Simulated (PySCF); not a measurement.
**Working out the ionisation energy of S**

S [Ne] 3s2 3p4 (3P) → S⁺ [Ne] 3s2 3p3 (4S). All numbers are calculated (PySCF 2.14, scalar relativity by spin-free X2C-1e, in x2c-SVPall (4s3p1d, 18 functions)). Frozen: [Ne]. Energies in hartree (1 hartree = 27.21139 eV):

```
            part    S (lower)   S⁺ (upper)
             UHF  -398.434835  -398.097722
CCSD correlation    -0.100448    -0.086655
             (T)    -0.001118    -0.000948
```

Question: What does Hartree-Fock give?

Answer: (-398.097722) − (-398.434835) = 0.337113 hartree = 9.173 eV.

Question: What do CCSD and CCSD(T) give?

Answer: The CCSD correlation energies differ by 0.013793 hartree = 0.375 eV and the triples by 0.000170 hartree = 0.005 eV, so CCSD gives 9.548 eV and CCSD(T) 9.553 eV.

Measured between the centres of the two terms (NIST): 10.336 eV, so CCSD(T) (valence) is off by -0.783 eV.

A double-zeta basis recovers only part of the correlation energy.

What remains against the reference includes basis incompleteness, the frozen core and higher excitations.
